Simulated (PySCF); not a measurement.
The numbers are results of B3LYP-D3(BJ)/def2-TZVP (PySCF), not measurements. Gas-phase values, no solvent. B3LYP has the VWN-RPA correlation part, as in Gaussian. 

Reference species (SMILES): `[OH+]` (lower triplet) (charge +1, multiplicity 3).

```yaml
highest_occupied_spin_orbital: -25.12 eV
```

Changed species: `[C-]#[N+][S+]` (lower triplet) (S, X = isocyano, multiplicity 3; the reference has O, X = H, multiplicity 3).

Predict the effect on the highest occupied spin orbital.

the highest occupied spin orbital rises by 8.99 eV, to -16.13 eV.
